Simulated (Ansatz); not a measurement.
# CH₆AlSi radical: small, medium and large basis sets

The task here is to estimate one member of a computed series from the others.

Program: Ansatz 0.2.0, Gaussian basis. Level of theory: one geometry, several basis sets. These are calculated values, not measurements.

Levels to be run: PBE0-D4/def2-SVP; ωB97M-V/def2-SVP; PBE0-D4/def2-QZVPP; ωB97M-V/def2-QZVPP; CCSD(T)/cc-pV(D+d)Z; CCSD(T)/cc-pV(T+d)Z; CCSD(T)/cc-pV(Q+d)Z; the functionals' def2-TZVPP values are taken from earlier runs.

## The geometry

An earlier PBE0-D4 in a triple-zeta def2 set relaxation fixed the geometry.

9 atoms, charge 0, spin multiplicity 2.

Atoms are counted from 1 here; the program's logs count them from 0.

Bond lengths: C1–Al2 1.969 Å, C1–H4 1.094 Å, C1–H5 1.095 Å, C1–H6 1.095 Å, Al2–Si3 2.485 Å, Si3–H7 1.493 Å, Si3–H8 1.494 Å, Si3–H9 1.492 Å. Angles: Al2–C1–H4 112.2°, Al2–C1–H5 110.7°, Al2–C1–H6 110.5°, H4–C1–H5 108.4°, H4–C1–H6 108.3°, H5–C1–H6 106.6°, C1–Al2–Si3 121.4°, Al2–Si3–H7 109.8°, Al2–Si3–H8 115.5°, Al2–Si3–H9 109.9°, H7–Si3–H8 107.3°, H7–Si3–H9 106.8°, H8–Si3–H9 107.3°.

The first run:

Contents of in.yaml:

```yaml
crystal:
  periodic: [false, false, false]
  atoms:
    - {symbol: C, position_ang: [-0.873300, 1.319152, -1.164922]}
    - {symbol: Al, position_ang: [0.630214, 0.945270, 0.050011]}
    - {symbol: Si, position_ang: [0.892743, -1.273181, 1.137719]}
    - {symbol: H, position_ang: [-1.524055, 0.450068, -1.295566]}
    - {symbol: H, position_ang: [-0.508084, 1.627486, -2.149866]}
    - {symbol: H, position_ang: [-1.478921, 2.147445, -0.782556]}
    - {symbol: H, position_ang: [2.206783, -1.870282, 0.757559]}
    - {symbol: H, position_ang: [-0.162687, -2.278702, 0.809058]}
    - {symbol: H, position_ang: [0.905806, -1.113455, 2.621563]}
basis:
  gaussian: {orbitals: def2-SVP}
magnetization: {spin_polarized: true, initial_magnetization: 1}
hamiltonian: {xc: pbe0, dispersion: d4}
output: {orbitals: {seedname: orbitals}}
```

Started as:

```console
ansatz run in.yaml --threads 2 --pin off --events-out ev --progress --plain --max-ram 32768MiB --backend cpu
```

Steps of the session up to this table: PBE0-D4 in def2-SVP; ωB97M-V in def2-SVP; PBE0-D4 in def2-QZVPP; ωB97M-V in def2-QZVPP.

One table of the session follows, with a row left open; its other results are not shown here.

It belongs to the step «Functionals by basis». 

| functional | basis | HOMO (eV) | LUMO (eV) |
| --- | --- | --- | --- |
| PBE0-D4 | def2-SVP | -5.18 | -2.09 |
| PBE0-D4 | def2-TZVPP | -5.18 | -2.09 |
| PBE0-D4 | def2-QZVPP | -5.19 | -2.11 |
| ωB97M-V | def2-SVP | -6.73 | -0.62 |
| ωB97M-V | def2-TZVPP | ? | ? |
| ωB97M-V | def2-QZVPP | -6.78 | -0.75 |

**Question.** Estimate the row for ωB97M-V, def2-TZVPP.

The run gave: HOMO (eV): -6.75; LUMO (eV): -0.65. In the column «HOMO (eV)» it lies between ωB97M-V, def2-QZVPP (-6.78) and ωB97M-V, def2-SVP (-6.73).
